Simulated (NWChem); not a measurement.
Species: dichloromethane (CH2Cl2); SMILES ClCCl

```xyz
5

Cl     1.4943     0.0000     0.2157
C      0.0000     0.0000    -0.7601
Cl    -1.4943     0.0000     0.2157
H      0.0000     0.9097    -1.3865
H      0.0000    -0.9097    -1.3865
```
Atoms are numbered in this order, from 1.

Computed with NWChem. Geometry: optimised at PBE-D3(BJ)/def2-SVP.

Problem. Taking PBE0/pcseg-2 as the yardstick, which of these has the fewest basis functions while keeping “highest occupied level (eV)” within 0.2 eV of it: PBE0/STO-3G; PBE0/pcseg-1; PBE0/def2-SVP; PBE0/aug-pcseg-1?

Solution. PBE0/pcseg-1.
```
level             basis functions  highest occupied level (eV)
----------------  ---------------  ---------------------------
PBE0/STO-3G                    25                        -7.20
PBE0/pcseg-1                   60                        -8.86
PBE0/def2-SVP                  60                        -8.48
PBE0/aug-pcseg-1               95                        -8.81
PBE0/pcseg-2                  126                        -8.75
```

The yardstick is one finite set, not the basis-set limit.
